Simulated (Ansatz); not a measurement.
A made-up structure of Na2AlH, singlet:

```xyz
4
angstrom
Na -3.0102 0.5455 -1.1281
Al 0.0624 0.1097 0.0036
Na 1.9786 -2.3613 1.0682
H 0.9692 1.7060 0.0563
```

It is relaxed with PBE-D4/def2-SVP and then PBE0-D4/def2-TZVP (Ansatz 0.2.0). Atoms count as bonded within 1.22 times the sum of their covalent radii (H–H: 0.88 Å). The end point is not checked to be a true minimum.

**Question.** Does its bonding change? (Judge from chemistry; the calculation decides.)

**Answer.** Computed: No: no bond forms or breaks.

Where it ends: The first stage lowers the energy by 0.23 eV in 6 steps. It ends as Na₂AlH ([Na][AlH][Na]):
```xyz
4
angstrom
Na -2.6883 0.4864 -1.0073
Al 0.0561 0.0987 0.0033
Na 1.7663 -2.1092 0.9538
H 0.8659 1.5240 0.0503
```

Labels in which every atom is bracketed show which atoms are joined, not bond orders.

For scale, one of the runs: PBE0-D4/def2-TZVP relaxation, 107 basis functions, launched by `ansatz run in.yaml --threads 2 --pin off --events-out ev --progress --plain --max-ram 4352MiB`. Hardware: 2 CPU threads of an Arm Neoverse V2, shared host. Wall time about 7.5 s.
